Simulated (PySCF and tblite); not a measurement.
C4H8O, numbered as in [OH:1][CH2:2][CH:3]1[CH2:4][CH2:5]1.

Search: ETKDG and KDG, MMFF94s, GFN2-xTB, 90 starts; geometries at PBE0-D3(BJ)/def2-SVP. Energies: B3LYP-D3(BJ)/def2-TZVP (IEF-PCM, chloroform), with GFN2-xTB thermal terms (modes under about 100 cm⁻¹ blended into free rotors). Symmetry numbers and mirror images are counted. Conformers within 3 kcal/mol (GFN2-xTB free energy) were kept, 8 at most. GIAO shieldings: PBE0/pcSseg-1 (IEF-PCM, chloroform). Shifts are against TMS (¹H), TMS (¹³C) at the same level. Run with PySCF (density fitting) and tblite.

Torsions listed: H1–O1–C2–C3, O1–C2–C3–C4. Of a mirror pair one member is shown.

```
conformer        shape  weight %  dipole D
        1   -51°, 152°      57.5      2.02
        2   -58°, -75°      19.6      1.98
        3  -174°, -81°      16.8      1.76
        4     72°, 36°       4.8      1.85
        5   -176°, 36°       1.3      1.94
```

Problem. How do the computed shifts compare with measured ones?

Solution. 
```tsv
nucleus	signal	leading conformer	average	measured	medium
¹³C	C3	16.1	15.6	12.7	not stated per compound (mostly CDCl3 or CCl4)
¹³C	C4/C5	3.6	3.8	2.2	not stated per compound (mostly CDCl3 or CCl4)
```

Measured values: Pretsch, Buehlmann, Badertscher, Structure Determination of Organic Compounds, 4th ed. (2009). Mean difference for ¹³C: 2.25 ppm, scatter 0.65 ppm. The computed shifts are unscaled and lack vibrational corrections.
